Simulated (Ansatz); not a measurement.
C$_{2}$H$_{2}$FNO$_{2}$ (`OC1=NC(F)O1`). Charge 0, multiplicity 1. The geometry is a stationary point of PBE0-D4/def2-TZVP. It is one conformer, not always the lowest.

```xyz
8

O    -0.139   -1.974   -0.123
C    -0.077   -0.674   -0.048
N    -0.444    0.288   -0.818
C     0.198    1.103    0.189
F    -0.595    1.939    0.856
O     0.515   -0.084    1.003
H    -0.575   -2.210   -0.952
H     1.116    1.613   -0.107
```

What is the dipole moment at B3LYP/def2-TZVPP? (An estimate is asked.)

Ansatz gave: 2.05 D, with components (0.72, -1.49, -1.21) D in this frame, pointing from negative to positive charge.

And with PBE, r2SCAN, ωB97M-V? (An estimate is asked.)

Computed: PBE 1.96 D, r2SCAN 2.02 D, ωB97M-V 2.05 D.

Give the Mulliken charges with B3LYP, r2SCAN, ωB97M-V in def2-TZVPP. (Estimate.)

Ansatz gave: 
```json
{"atom": "O1", "B3LYP": "-0.23", "r2SCAN": "-0.26", "ωB97M-V": "-0.23"}
{"atom": "C2", "B3LYP": "0.38", "r2SCAN": "0.44", "ωB97M-V": "0.40"}
{"atom": "N3", "B3LYP": "-0.33", "r2SCAN": "-0.38", "ωB97M-V": "-0.33"}
{"atom": "C4", "B3LYP": "0.31", "r2SCAN": "0.37", "ωB97M-V": "0.27"}
{"atom": "F5", "B3LYP": "-0.18", "r2SCAN": "-0.18", "ωB97M-V": "-0.17"}
{"atom": "O6", "B3LYP": "-0.29", "r2SCAN": "-0.29", "ωB97M-V": "-0.28"}
{"atom": "H7", "B3LYP": "0.24", "r2SCAN": "0.25", "ωB97M-V": "0.23"}
{"atom": "H8", "B3LYP": "0.10", "r2SCAN": "0.06", "ωB97M-V": "0.11"}
```

B3LYP here is the variant with VWN-RPA as its local correlation; programs differ in this.
